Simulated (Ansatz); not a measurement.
Computed with Ansatz on PBE0-D4/def2-TZVP structures; ΔE is electronic, products minus reactants. CBS: def2 TZ/QZ extrapolation, frozen cores. DFT in def2-TZVPP. Open shells (•) are unrestricted, without spin–orbit coupling. Spin–orbit coupling would lower the free atoms: a little for F, O.

Reaction (atomization): `OF` → F• + H• + O•

```json
{"level": "PBE0-D4", "ΔE (eV)": "6.68"}
{"level": "HF/def2-SVP", "ΔE (eV)": "2.36"}
{"level": "HF/def2-TZVPP", "ΔE (eV)": "2.43"}
{"level": "MP2/def2-TZVPP", "ΔE (eV)": "6.83"}
{"level": "SCS-MP2/def2-TZVPP", "ΔE (eV)": "6.70"}
{"level": "CCSD(T)/def2-QZVPP", "ΔE (eV)": "6.71"}
{"level": "MP2/cc-pV(D+d)Z", "ΔE (eV)": "6.03"}
{"level": "CCSD(T)/cc-pV(Q+d)Z", "ΔE (eV)": "6.71"}
```

**Question.** What does CCSD(T)/CBS give? (An estimate is asked.)

**Answer.** Computed: +6.84 eV. The listed levels differ from it by -0.16, -4.48, -4.41, -0.01, -0.14, -0.13, -0.81, -0.13 eV.

Largest T1 diagnostic among the species: 0.012.

In def2-TZVPP, CCSD(T) changes the Hartree–Fock value by +4.11 eV (the triples alone add +0.30 eV) and MP2 by +4.40 eV; breaking electron pairs costs correlation energy, which Hartree–Fock lacks. From PBE to PBE0 (25 % exact exchange), in def2-TZVPP and without D4, ΔE moves by −0.77 eV: exact exchange takes away binding that semilocal exchange gives to molecules.

CCSD(T)/CBS has its own doubt, a few kJ/mol and more with outer-core shells, so smaller differences from it don't rank the levels.
